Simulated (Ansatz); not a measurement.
**Counterpoise correction, worked out**

The pair of PH3 (SMILES P, atoms 1–4) and PH3 (SMILES P, atoms 5–8), both closed shells, in one local arrangement (a lower one may exist), relaxed at PBE0-D4/def2-TZVP:

```tsv
atom	x (Å)	y (Å)	z (Å)
P1	0.0578	-0.0379	-2.4204
H2	-0.8052	0.6551	-1.5306
H3	1.2293	0.3931	-1.7435
H4	-0.0188	-1.2463	-1.6785
P5	-0.5040	0.4266	1.6213
H6	-0.3184	0.2502	3.0184
H7	0.8884	0.5283	1.3667
H8	-0.5289	-0.9693	1.3666
```

Program: Ansatz 0.2.0. Basis: def2-TZVPPD. Cores are frozen in the correlated methods.

CCSD(T) total energies in eV:

| system | geometry | basis functions | energy |
| --- | --- | --- | --- |
| pair | pair | all | -18650.21414 |
| PH3 | as in the pair | all (partner as ghosts) | -9325.09280 |
| PH3 | as in the pair | all (partner as ghosts) | -9325.09131 |
| PH3 | as in the pair | its own | -9325.08632 |
| PH3 | as in the pair | its own | -9325.08656 |
| PH3 | free (PBE0-D4 minimum) | its own | -9325.08630 |
| PH3 | free (PBE0-D4 minimum) | its own | -9325.08632 |

(1) Work out the interaction energy with and without the counterpoise correction, the superposition error, and the binding energy from the relaxed fragments.

T1 diagnostic: at most 0.014.

Answers

(1) Without correction: -18650.21414 − (-9325.08632) − (-9325.08656) = -0.04126 eV.
With correction (each fragment in the whole basis): -18650.21414 − (-9325.09280) − (-9325.09131) = -0.03003 eV = -0.69 kcal/mol.
The superposition error is the difference, 0.01123 eV, 27 % of the uncorrected value: each fragment borrows its partner's functions.
Deformation from the free shapes: -0.00002 eV for PH3 and -0.00024 eV for PH3 (a small negative value is possible, since the free shapes are minima of another method).
Binding energy from relaxed fragments: -0.03003 + (-0.00002) + (-0.00024) = -0.03029 eV = -0.70 kcal/mol (electronic, without zero-point energy; negative means bound). For comparison, the corrected interaction energy by CCSD(T) at an estimated basis limit (MP2 extrapolated from triple and quadruple zeta, plus CCSD(T) − MP2 in triple zeta) is -0.040 eV; triple zeta with the correction binds less.

For scale, one of the runs: CCSD(T)/def2-TZVPPD, 198 basis functions (an equivalent command: `ansatz run in.yaml --threads 2`). Time: 13 s of wall clock on 2 CPU threads; the host was shared. Peak host memory: 2.2 GiB.
